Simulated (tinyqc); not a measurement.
Starting guesses with plain Roothaan steps: SCF starting guesses in the sto-6g basis, for H3O+, spin multiplicity 1. Computed by the program tinyqc with PySCF. RHF with one setting changed at a time; a run stops when the energy changes by less than 1e-09 hartree and the error matrix is below 1e-5. Starts: the lowest orbitals of the core Hamiltonian, of the Wolfsberg-Helmholz matrix (K = 1.75), projected atomic densities, random orbitals, and the highest orbitals of the core Hamiltonian (a deliberately bad start).

Geometry (angstrom):

| atom | x | y | z |
|---|---|---|---|
| O | 0.0000 | 0.0000 | 0.3840 |
| H | 1.0210 | 0.0000 | 0.0000 |
| H | -0.5110 | 0.8840 | 0.0000 |
| H | -0.5110 | -0.8840 | 0.0000 |

lowest restricted solution found by these runs and by PySCF = -76.015825 hartree

Largest element of the error matrix X^T (FDS - SDF) X:

| iteration | core | Wolfsberg-Helmholz | atomic densities | random | highest core orbitals |
|---|---|---|---|---|---|
| 1 | 6.4e-01 | 5.1e-01 | 9.5e-01 | 1.5e+01 | 2.6e-01 |
| 2 | 3.5e-01 | 1.2e-01 | 3.4e-01 | 6.5e-01 | 6.8e-01 |
| 3 | 1.1e-01 | 2.2e-02 | 8.8e-02 | 2.9e-01 | 3.3e-01 |
| 4 | 3.0e-02 | 9.8e-03 | 3.0e-02 | 1.0e-01 | 9.9e-02 |
| 5 | 1.1e-02 | 3.4e-03 | 7.3e-03 | 2.5e-02 | 2.7e-02 |
| 6 | 3.3e-03 | 1.4e-03 | 2.7e-03 | 1.0e-02 | 9.4e-03 |
| 8 | 5.8e-04 | 2.8e-04 | 2.5e-04 | 1.3e-03 | 9.7e-04 |
| 10 | 1.1e-04 | 6.0e-05 | 2.7e-05 | 2.7e-04 | 1.7e-04 |
| 14 | 5.3e-06 | - | - | 1.3e-05 | 8.2e-06 |

How each run ends:

| run | iterations | E (hartree) | state |
|---|---|---|---|
| core | 14 | -76.015825 | lowest found |
| Wolfsberg-Helmholz | 13 | -76.015825 | lowest found |
| atomic densities | 12 | -76.015825 | lowest found |
| random | 15 | -76.015825 | lowest found |
| highest core orbitals | 15 | -76.015825 | lowest found |

What does the comparison show, and why?

5 of 5 runs reach the lowest restricted solution found, in 12 to 15 iterations (fastest: atomic densities). The first errors are 6e-01, 5e-01, 9e-01, 2e+01, 3e-01; the deliberately bad start has the smallest one, so a small first error does not mark a good start.
